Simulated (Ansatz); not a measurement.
## Worked example: Ge–AsH2⁺, triplet against Ge–AsH$_{2}$, quartet

Geometry (PBE0/def2-TZVP stationary point of a quartet), kept for both states (Ge–AsH2, quartet: A''; Ge–AsH2⁺, triplet: A''):

```yaml
atoms:
  - { symbol: Ge, position_ang: [0.0238, 0.0000, 1.3085] }
  - { symbol: As, position_ang: [-0.0491, 0.0000, -1.2267] }
  - { symbol: H, position_ang: [0.9651, 1.0935, -1.5596] }
  - { symbol: H, position_ang: [0.9651, -1.0935, -1.5596] }
```

Basis cc-pVTZ; Ansatz 0.2.0. Only valence electrons are correlated (noble-gas cores and the filled d shells of p-block atoms frozen). R marks a restricted (for open shells ROHF) determinant, U an unrestricted one. No spin–orbit coupling is included, and no scalar relativity.

Full CI isn't at hand for all of this; UCCSDT(Q) serves as the reference, and is uncertain by about the last step of the cluster series.

```csv
level,"E(Ge–AsH2, quartet) (hartree)","E(Ge–AsH2⁺, triplet) (hartree)"
UHF,-4310.750188,-4310.507547
UMP2,-4310.945187,-4310.685141
UCCSD(T),-4310.989780,-4310.730102
PBE,-4313.406441,-4313.149253
B3LYP,-4314.150220,-4313.894054
UCCSDT(Q),-4310.991764,-4310.732023
```

Problem. Give the vertical gap, Ge–AsH2⁺ triplet less Ge–AsH2 quartet, at each level in eV (1 hartree = 27.2114 eV), and each error against UCCSDT(Q).

Solution. UCCSDT(Q): (-4310.732023 − (-4310.991764)) × 27.2114 = 7.068 eV (the reference)
B3LYP: (-4313.894054 − (-4314.150220)) × 27.2114 = 6.971 eV, error -0.097 eV
PBE: (-4313.149253 − (-4313.406441)) × 27.2114 = 6.998 eV, error -0.070 eV
UCCSD(T): (-4310.730102 − (-4310.989780)) × 27.2114 = 7.066 eV, error -0.002 eV
UMP2: (-4310.685141 − (-4310.945187)) × 27.2114 = 7.076 eV, error 0.008 eV
UHF: (-4310.507547 − (-4310.750188)) × 27.2114 = 6.603 eV, error -0.465 eV

Total energies of functionals can't be set beside those of wave-function methods, since they hold the core's correlation and their own absolute errors; only the differences compare.

The reference still carries a basis error, for a change of charge of the order of 0.1 eV, so smaller errors of functionals can't be ranked.

Each level lands on the state that its own search finds. T1 diagnostics of restricted CCSD: 0.028 and 0.027.
